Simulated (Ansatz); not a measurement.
CHF2 (SMILES F[CH-]F) (charge -1), singlet: a single point displaced at random from a GFN2-xTB minimum.

The input file, in.yaml:

```yaml
crystal:
  periodic: [false, false, false]
  atoms:
    - {symbol: F, position_ang: [-1.234700, 0.294900, -0.222600]}
    - {symbol: C, position_ang: [0.055700, 0.121700, 0.444200]}
    - {symbol: F, position_ang: [0.529800, -1.180900, -0.068100]}
    - {symbol: H, position_ang: [0.700300, 0.791000, -0.081500]}
basis:
  gaussian: {orbitals: "def2-TZVPPD.json"}
total_charge: -1
correlation: {method: ccsd_t}
output: {forces: true}
```

The basis file named in the input lies beside it (Basis Set Exchange, JSON).

An equivalent command:

```bash
ansatz run in.yaml --threads 4 --pin off --events-out ev --progress --plain
```

What Ansatz 0.2.0 printed:

```
Functional definition: HF
  name "HF"
  cite "Fock, Z. Phys. 61, 126 (1930) doi:10.1007/BF01340294"
  parent pbe
  exchange = exact_x
  correlation = 0
845 factors; integrals over basis functions are off by at most 6.4e-4 eV
mean field evaluation 1: about -6456.8835 eV, gradient 2.5e1 eV
mean field evaluation 2: about -6456.8866 eV, gradient 2.5e1 eV
mean field evaluation 4: about -6458.3916 eV, gradient 2.5e0 eV
mean field evaluation 8: about -6458.4349 eV, gradient 1.1e-1 eV
mean field evaluation 16: about -6458.4238 eV, gradient 1.1e0 eV
mean field -6458.43510158 eV, -237.3431122984 hartree, gradient 1.9e-6 eV, S^2 0.000000; 0 other end points of the search recorded, 0 dependent functions left out
3 core orbitals not correlated: weight in the atoms' cores, before any rotation towards them, 1.000 or more for the frozen orbitals, at most 0.000 for the correlated occupied ones
reference -6458.43510158 eV, -237.3431122984 hartree; 10, 10 occupied and 121, 121 virtual orbitals, 845 factors
second order -18.68792309 eV of doubles, -0.00000000 eV of singles
cycle   1  -18.37571679 eV  change    3.1e-1 eV  update   1.0e-1
cycle   2  -18.80823170 eV  change   -4.3e-1 eV  update   3.2e-2
cycle   3  -18.92224245 eV  change   -1.1e-1 eV  update   1.6e-2
cycle   4  -18.90633532 eV  change    1.6e-2 eV  update   4.2e-3
cycle   5  -18.90250586 eV  change    3.8e-3 eV  update   2.4e-3
cycle   6  -18.90442346 eV  change   -1.9e-3 eV  update   9.9e-4
cycle   7  -18.90442738 eV  change   -3.9e-6 eV  update   5.3e-4
cycle   8  -18.90402944 eV  change    4.0e-4 eV  update   2.2e-4
cycle   9  -18.90408410 eV  change   -5.5e-5 eV  update   1.0e-4
cycle  10  -18.90418653 eV  change   -1.0e-4 eV  update   4.1e-5
cycle  11  -18.90412162 eV  change    6.5e-5 eV  update   2.0e-5
cycle  12  -18.90413761 eV  change   -1.6e-5 eV  update   9.7e-6
cycle  13  -18.90414102 eV  change   -3.4e-6 eV  update   4.0e-6
perturbative correction -0.66492046 eV, -0.0244353763 hartree
the calculation of the forces begins
Total energy: -6478.00416306 eV, -238.0622620437 hartree
Atom 0 at    -1.234700     0.294900    -0.222600 Å, force     0.434854    -0.088245    -0.289922 eV/Å
Atom 1 at     0.055700     0.121700     0.444200 Å, force    -0.786239    -1.069454     1.669330 eV/Å
Atom 2 at     0.529800    -1.180900    -0.068100 Å, force    -0.246681     0.370655    -0.217384 eV/Å
Atom 3 at     0.700300     0.791000    -0.081500 Å, force     0.598066     0.787045    -1.162024 eV/Å
Dipole moment:     0.025061    -0.002149    -0.463169 e Å
```

Hardware: 4 CPU threads, shared host. Wall time 37 s; peak host memory 1.4 GiB.
